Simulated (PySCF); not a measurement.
# AlNH3Cl (SMILES [NH2][AlH][Cl]), run twice

Aim: the energy of AlNH3Cl at CCSD/LANL08 (core potential).

The calculation is run with PySCF 2.14.0.

1 further run of the same task is left out (for a known fault of the program).

**1. The molecule**

AlNH3Cl has 6 atoms, charge 0, and is taken as a singlet. As SMILES, `[NH2][AlH][Cl]`. The shape is that of a PBE0-D4/def2-TZVP optimisation.

Bond lengths: N1–Al2 1.756 Å, Al2–Cl3 2.098 Å, N1–H4 1.007 Å, N1–H5 1.007 Å, Al2–H6 1.570 Å. Angles: N1–Al2–Cl3 117.5°, N1–Al2–H6 121.9°, Cl3–Al2–H6 120.6°, Al2–N1–H4 124.3°, Al2–N1–H5 125.0°, H4–N1–H5 110.7°.

**2. First attempt**

The input, run.py:

```python
from pyscf import gto, scf, cc

mol = gto.M(
    atom='''
N
Al 1 1.755958
Cl 2 2.098435 1 117.52503
H 1 1.007114 2 124.3232 3 179.99861
H 1 1.007038 4 110.66635 2 179.98814
H 2 1.570356 1 121.85159 5 -179.99417
''',
    max_memory=1860,
    verbose=3,
    ecp={'Al': 'lanl08', 'Cl': 'lanl08'},
    basis={'default': 'lanl08', 'N': '6-311g**', 'H': '6-311g**'},
)

myscf = scf.RHF(mol)
myscf.max_cycle = 3
myscf.kernel()

mycc = cc.CCSD(myscf, frozen=1)
mycc.kernel()
etot = mycc.e_tot
print('E = %.10f Eh' % etot)
myscf.analyze()
```

Launch:

```sh
$ OMP_NUM_THREADS=1 python run.py
```

Log:

```text
SCF not converged.
SCF energy = -72.9207017365983
E(CCSD) = -73.22025149636525  E_corr = -0.2995497597669643
E = -73.2202514964 Eh
**** MO energy ****
MO #1   energy= -15.6082237949315  occ= 2
MO #2   energy= -1.15135967858392  occ= 2
MO #3   energy= -1.07065895102071  occ= 2
MO #4   energy= -0.677871039120063 occ= 2
MO #5   energy= -0.639741616029866 occ= 2
MO #6   energy= -0.53210514604249  occ= 2
MO #7   energy= -0.485063243254134 occ= 2
MO #8   energy= -0.474165207096713 occ= 2
MO #9   energy= -0.450475881726579 occ= 2
MO #10  energy= -0.436587510520701 occ= 2
MO #11  energy= 0.0713799331778517 occ= 0
MO #12  energy= 0.110787735796146  occ= 0
MO #13  energy= 0.131291076915624  occ= 0
MO #14  energy= 0.185698524327144  occ= 0
MO #15  energy= 0.20479577558083   occ= 0
MO #16  energy= 0.228030131189615  occ= 0
MO #17  energy= 0.274763905899714  occ= 0
MO #18  energy= 0.311224838040867  occ= 0
MO #19  energy= 0.355447506567351  occ= 0
MO #20  energy= 0.468219743723495  occ= 0
MO #21  energy= 0.520165678740639  occ= 0
MO #22  energy= 0.566754905086498  occ= 0
MO #23  energy= 0.668599453860907  occ= 0
MO #24  energy= 0.820583629052268  occ= 0
MO #25  energy= 0.829436848435049  occ= 0
MO #26  energy= 0.920525589658454  occ= 0
MO #27  energy= 0.924677332507818  occ= 0
MO #28  energy= 0.954606555622307  occ= 0
MO #29  energy= 0.984750794992936  occ= 0
MO #30  energy= 1.01348325424534   occ= 0
MO #31  energy= 1.13991911443702   occ= 0
MO #32  energy= 1.42936967520959   occ= 0
MO #33  energy= 1.5593085543656    occ= 0
MO #34  energy= 1.63301245794504   occ= 0
MO #35  energy= 1.68718826631673   occ= 0
MO #36  energy= 1.77738132847465   occ= 0
MO #37  energy= 1.82400885713204   occ= 0
MO #38  energy= 1.93771957393798   occ= 0
MO #39  energy= 2.14036892108458   occ= 0
MO #40  energy= 2.2012867313191    occ= 0
MO #41  energy= 2.56230701855315   occ= 0
MO #42  energy= 2.56796653303869   occ= 0
MO #43  energy= 2.71062688045288   occ= 0
MO #44  energy= 2.71151092784095   occ= 0
MO #45  energy= 2.82467772817377   occ= 0
MO #46  energy= 2.90026286841244   occ= 0
MO #47  energy= 3.23979964763875   occ= 0
MO #48  energy= 3.37872570792167   occ= 0
MO #49  energy= 4.1478520230617    occ= 0
MO #50  energy= 4.54938236438447   occ= 0
MO #51  energy= 5.17305925729768   occ= 0
MO #52  energy= 10.1589460415386   occ= 0
MO #53  energy= 10.285234330651    occ= 0
MO #54  energy= 10.3434460545622   occ= 0
MO #55  energy= 12.9270585245104   occ= 0
MO #56  energy= 27.6706609721412   occ= 0
MO #57  energy= 32.6192883196063   occ= 0
MO #58  energy= 32.6459030962537   occ= 0
MO #59  energy= 32.655055406357    occ= 0
MO #60  energy= 36.8880830926467   occ= 0
 ** Mulliken atomic charges  **
charge of    0N =     -0.98725
charge of    1Al =      1.14714
charge of    2Cl =     -0.12970
charge of    3H =      0.24368
charge of    4H =      0.24506
charge of    5H =     -0.51892
Dipole moment(X, Y, Z, Debye): -2.19908,  0.00057, -2.29987
```

Run time: 1.9 s. Hardware: 1 thread of Intel Xeon 6975P-C (Granite Rapids), shared host; peak memory 0.21 GiB.

**3. Reading the log**

The run stopped without converging.

The telling line is `SCF not converged.`. The fault: the iteration cap is too low for convergence. To mend it: iteration cap at its default in place of 3.

**4. Try two**

The input, calc.py:

```python
from pyscf import gto, scf, cc

mol = gto.M(
    atom='''
N
Al 1 1.755958
Cl 2 2.098435 1 117.52503
H 1 1.007114 2 124.3232 3 179.99861
H 1 1.007038 4 110.66635 2 179.98814
H 2 1.570356 1 121.85159 5 -179.99417
''',
    basis={'default': 'lanl08', 'N': '6-311g**', 'H': '6-311g**'},
    verbose=4,
    max_memory=1860,
    charge=0,
    ecp={'Al': 'lanl08', 'Cl': 'lanl08'},
)

hf = scf.RHF(mol)
hf.level_shift = 0.2
hf.kernel()

mycc = cc.CCSD(hf, frozen=1)
mycc.kernel()
e_tot = mycc.e_tot
print('Final energy', e_tot)
hf.analyze()
```

Launch:

```sh
$ OMP_NUM_THREADS=1 python calc.py
```

Log:

```text
PySCF version 2.14.0

[INPUT] num. atoms = 6
[INPUT] num. electrons = 20
[INPUT] charge = 0
[INPUT] spin (= nelec alpha-beta = 2S) = 0
[INPUT] symmetry False subgroup None
[INPUT] Mole.unit = angstrom
[INPUT] Symbol           X                Y                Z      unit          X                Y                Z       unit  Magmom
[INPUT]  1 N      0.000000000000   0.000000000000   0.000000000000 AA    0.000000000000   0.000000000000   0.000000000000 Bohr   0.0
[INPUT]  2 Al     1.755958000000   0.000000000000   0.000000000000 AA    3.318279706239   0.000000000000   0.000000000000 Bohr   0.0
[INPUT]  3 Cl     2.725720493743   0.000000000000   1.860911108826 AA    5.150865225289   0.000000000000   3.516612337843 Bohr   0.0
[INPUT]  4 H     -0.567871807089   0.000020178204  -0.831745285110 AA   -1.073122189261   0.000038131280  -1.571770794255 Bohr   0.0
[INPUT]  5 H     -0.577763695134   0.000175029249   0.824811866666 AA   -1.091815148520   0.000330757345   1.558668532291 Bohr   0.0
[INPUT]  6 H      2.584667584616  -0.000147331125  -1.333888439636 AA    4.884313857966  -0.000278415476  -2.520683831636 Bohr   0.0

nuclear repulsion = 34.1287525458303
number of shells = 32
number of NR pGTOs = 79
number of NR cGTOs = 60
basis = {'default': 'lanl08', 'N': '6-311g**', 'H': '6-311g**'}
ecp = {'Al': 'lanl08', 'Cl': 'lanl08'}

[... 70 lines left out ...]
Total Energy =                         -72.921653826141409
[... 4 lines left out ...]
DFT Exchange-Correlation Energy =      -11.081334217398805
[... 6 lines left out ...]
MO #5   energy= -0.624213237167128 occ= 2
[... 4 lines left out ...]
MO #10  energy= -0.415180953229806 occ= 2
[... 4 lines left out ...]
MO #15  energy= 0.208608991452904  occ= 0
[... 4 lines left out ...]
MO #20  energy= 0.474965835348122  occ= 0
[... 4 lines left out ...]
MO #25  energy= 0.83829234530151   occ= 0
[... 4 lines left out ...]
MO #30  energy= 1.02105104757817   occ= 0
[... 4 lines left out ...]
MO #35  energy= 1.70137321578136   occ= 0
[... 4 lines left out ...]
MO #40  energy= 2.22260197010711   occ= 0
[... 4 lines left out ...]
MO #45  energy= 2.83291440700705   occ= 0
[... 4 lines left out ...]
MO #50  energy= 4.58991700635777   occ= 0
[... 4 lines left out ...]
MO #55  energy= 12.9291192575944   occ= 0
[... 4 lines left out ...]
MO #60  energy= 36.9564167075091   occ= 0
[... 30 lines left out ...]
pop of  1 Al 5py          0.08109
pop of  1 Al 5pz          0.00181
pop of  2 Cl 3s           1.80271
pop of  2 Cl 4s           0.01515
pop of  2 Cl 5s           0.13277
pop of  2 Cl 3px          0.08838
pop of  2 Cl 3py          0.07819
pop of  2 Cl 3pz          1.85896
pop of  2 Cl 4px          1.81565
pop of  2 Cl 4py          1.24717
pop of  2 Cl 4pz          0.02385
pop of  2 Cl 5px          0.00148
pop of  2 Cl 5py          0.01008
pop of  2 Cl 5pz          0.05242
pop of  3 H 1s            0.75499
pop of  3 H 2s            0.00632
pop of  3 H 3s            0.00374
pop of  3 H 2px           0.00059
pop of  3 H 2py           0.00137
pop of  3 H 2pz           0.00080
pop of  4 H 1s            0.75304
pop of  4 H 2s            0.00663
pop of  4 H 3s            0.00387
pop of  4 H 2px           0.00052
pop of  4 H 2py           0.00131
pop of  4 H 2pz           0.00083
pop of  5 H 1s            1.48119
pop of  5 H 2s            0.01511
pop of  5 H 3s            0.01343
pop of  5 H 2px           0.00422
pop of  5 H 2py           0.00032
pop of  5 H 2pz           0.01162
 ** Mulliken atomic charges  **
charge of    0N =     -0.95195
charge of    1Al =      1.13865
charge of    2Cl =     -0.12680
charge of    3H =      0.23218
charge of    4H =      0.23381
charge of    5H =     -0.52588
Dipole moment(X, Y, Z, Debye): -2.24751,  0.00056, -2.24713
```

Run time: 2 s. Hardware: 1 thread of Intel Xeon 6975P-C (Granite Rapids), shared host; peak memory 0.21 GiB.

**5. Summary of results**

At CCSD/LANL08 (core potential):

```
                                  quantity         value
                              total energy  -73.22031 Eh
      dipole moment (Hartree–Fock density)        3.18 D
       HOMO energy (Hartree–Fock orbitals)     -11.30 eV
       LUMO energy (Hartree–Fock orbitals)       2.04 eV
     HOMO–LUMO gap (Hartree–Fock orbitals)      13.34 eV
correlation energy (1 core orbital frozen)    -298.7 mEh
                             T1 diagnostic         0.012
```
